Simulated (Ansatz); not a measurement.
Rutile MgF₂, relaxed in Ansatz (plane waves) with several semilocal functionals. Each gives its own volume and its own elastic constant C11:

| level | V0 (Å³/atom) | elastic constant C11 (GPa) | ln V0 | ln C11 |
|---|---|---|---|---|
| LDA | 10.419 | 147.2 | 2.3436 | 4.9918 |
| PBEsol | 10.984 | 132.3 | 2.3964 | 4.8851 |
| PBE | 11.381 | 125.6 | 2.4319 | 4.8331 |

Question: Fit a straight line to ln C11 against ln V0. What does it predict for r²SCAN, whose volume is 10.840 Å³/atom?

Answer: With x = ln V0 and y = ln C11: means 2.39063 and 4.90333; Σ(Δx Δy) = -0.007164, Σ(Δx²) = 0.003948, so the slope is -1.81. At x = 2.3832 the line gives y = 4.90333 + (-1.81) × (2.3832 − 2.39063) = 4.9168, or 136.6 GPa. The run with r²SCAN gives 143.0 GPa, +4.7 % from the line. The rows used scatter about it by up to 0.8 %, while the largest value lies 17 % above the smallest.

Measured: 144 GPa (measured, room temperature, not corrected to a static lattice; as tabulated in Plate-impact study of MgF2 [100] single crystals, OSTI 1899360).

Ansatz's density-functional and Hartree–Fock values are scalar-relativistic unless marked +SOC, with PAW data made under PBE.

Ansatz is an electronic-structure program.
